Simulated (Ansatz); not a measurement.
`B[SiH2]Cl` + HCl → `BCl` + `[SiH3]Cl` at 600 K and 1 bar (cleavage of the B–Si bond).

Program: Ansatz. Geometries: PBE0-D4/def2-TZVP. ΔE: electronic, gas phase. CCSD(T)/CBS is the MP2 limit (def2-TZVPP, def2-QZVPP) plus CCSD(T) − MP2 in def2-TZVPP, frozen cores. This one scheme is used for every species.

| species | CCSD(T)/CBS energy (Eh) | H − E (kJ/mol) | S (J/(mol·K)) |
| --- | --- | --- | --- |
| `B[SiH2]Cl` | -776.05948 | 145.5 | 370.9 |
| HCl | -460.38127 | 35.4 | 207.2 |
| `BCl` | -485.78909 | 80.5 | 267.8 |
| `[SiH3]Cl` | -750.69636 | 99.4 | 294.6 |

H − E and S are ideal-gas, rigid-rotor, harmonic terms from PBE0-D4/def2-TZVP. 1 Eh = 2625.50 kJ/mol, R = 8.31446 J/(mol·K).

By hand: ΔE, ΔH, ΔS and ΔG.

ΔE = (-485.78909) + (-750.69636) − (-776.05948) − (-460.38127) = -0.04470 Eh = -117.4 kJ/mol. Δ(H − E) = 80.5 + 99.4 − 145.5 − 35.4 = -1.0, so ΔH = -118.4 kJ/mol. ΔS = 267.8 + 294.6 − 370.9 − 207.2 = -15.7 J/(mol·K). ΔG = -118.4 − 600 × (-15.7)/1000 = -109.0 kJ/mol.

By hand: the equilibrium constant, and the temperature at which ΔG would vanish if ΔH and ΔS stayed fixed.

log₁₀ K = −ΔG/(RT ln 10) = 9.5. ΔG = 0 at ΔH/ΔS = 7541 K, far beyond where these terms or the molecules hold.

ΔH outweighs TΔS. A doubt of 5 kJ/mol in ΔE shifts log₁₀ K by 0.4 here. These are equilibria of isolated gas molecules and say nothing of rates. Largest T1 diagnostic: 0.012 (customary marks: 0.02 for closed shells, 0.045 for open ones).
